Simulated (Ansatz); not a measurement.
# H₂O (triplet): wave-function methods side by side at distance H1–H2 along a hydrogen transfer = 0.888 Å, cc-pVTZ

How much of the correlation energy of H₂O (triplet) does each wave-function method recover here?

The runs use Ansatz 0.2.0, Gaussian basis; cc-pVTZ, core rule «outside noble gas», up to 1 orbitals frozen.

To be run: UHF; CCSD(T) on ROHF; CCSD(T) on UHF; BCCD(T) on ROHF; CISD; CCSDT(Q) on ROHF; CCSDT(Q) on UHF; CASSCF and NEVPT2, 4 electrons in 4 orbitals; CASSCF and MRCISD+Q, 8 electrons in 6 orbitals; CASSCF and NEVPT2, 8 electrons in 6 orbitals.

11 further runs of the same task are left out: 1 for a mislabelled method, 9 that didn't finish, 1 set aside as unsound or not needed.

### Step 1. The system

The geometry derives from fragments relaxed apart (PBE0/def2-TZVP) and kept rigid, so it is no stationary point. A hydrogen atom is moved between rigid fragments.

3 atoms, charge 0, spin multiplicity 3.

Atoms are counted from 1 here; the program's logs count them from 0.

No contacts short enough for the rule that draws bonds.

Coordinates:

| atom | x (Å) | y (Å) | z (Å) |
| --- | --- | --- | --- |
| H1 | 0.00000 | 0.00000 | -1.04133 |
| H2 | 0.00000 | 0.00000 | -0.15333 |
| O3 | 0.00000 | 0.00000 | 1.19467 |

### Step 2. UHF

in.yaml reads:

```yaml
crystal:
  periodic: [false, false, false]
  atoms:
    - {symbol: H, position_ang: [0.000000, 0.000000, -1.041333]}
    - {symbol: H, position_ang: [0.000000, 0.000000, -0.153333]}
    - {symbol: O, position_ang: [0.000000, 0.000000, 1.194667]}
basis:
  gaussian: {orbitals: cc-pVTZ}
magnetization: {spin_polarized: true, initial_magnetization: 2}
hamiltonian: {xc: hf}
output: {orbitals: {seedname: orbitals}}
```

Started as:

```sh
> ansatz run in.yaml --threads 1 --pin off --events-out ev --progress --plain --max-ram 2393MiB
```

After this run come: CCSD(T) on ROHF; CCSD(T) on UHF; BCCD(T) on ROHF; CISD; CCSDT(Q) on ROHF; CCSDT(Q) on UHF; CASSCF and NEVPT2, 4 electrons in 4 orbitals; CASSCF and MRCISD+Q, 8 electrons in 6 orbitals; CASSCF and NEVPT2, 8 electrons in 6 orbitals.

Q: Predict the results of all the runs planned. Wanted: UCCSDT(Q) below the RHF energy; RMP2 from UCCSDT(Q); UMP2 from UCCSDT(Q); RCCSD from UCCSDT(Q); RCCSD(T) from UCCSDT(Q); UCCSD(T) from UCCSDT(Q); RCCSDT(Q) from UCCSDT(Q); NEVPT2 pair from UCCSDT(Q); NEVPT2 valence from UCCSDT(Q).

The runs gave:

| quantity | value |
| --- | --- |
| UCCSDT(Q) below the RHF energy | -6.3943 eV |
| RMP2 from UCCSDT(Q) | +21.20 kcal/mol |
| UMP2 from UCCSDT(Q) | +19.98 kcal/mol |
| RCCSD from UCCSDT(Q) | +3.73 kcal/mol |
| RCCSD(T) from UCCSDT(Q) | +0.52 kcal/mol |
| UCCSD(T) from UCCSDT(Q) | +0.46 kcal/mol |
| RCCSDT(Q) from UCCSDT(Q) | +0.06 kcal/mol |
| NEVPT2 pair from UCCSDT(Q) | +15.96 kcal/mol |
| NEVPT2 valence from UCCSDT(Q) | +22.65 kcal/mol |
| MRCISD+Q valence from UCCSDT(Q) | +1.69 kcal/mol |
| levels within 1 kcal/mol (43 meV) | RCCSD(T), UCCSD(T), BCCD(T), RCCSDT, UCCSDT, RCCSDT(Q) |
| T1 diagnostic | 0.046 |
| effectively unpaired electrons | 2.01 |

RCCSD(T) misses by +0.52 kcal/mol, 0.4 % of the correlation energy. The occupations are near whole numbers, but T1 = 0.046 shows that the orbitals relax strongly. Of the multireference levels listed MRCISD+Q valence comes nearest in total energy (+1.69 kcal/mol), which doesn't show that its space is the better one. These misses are within one basis, not against nature; the frozen cores of restricted and unrestricted runs differ, which can shift their rows.
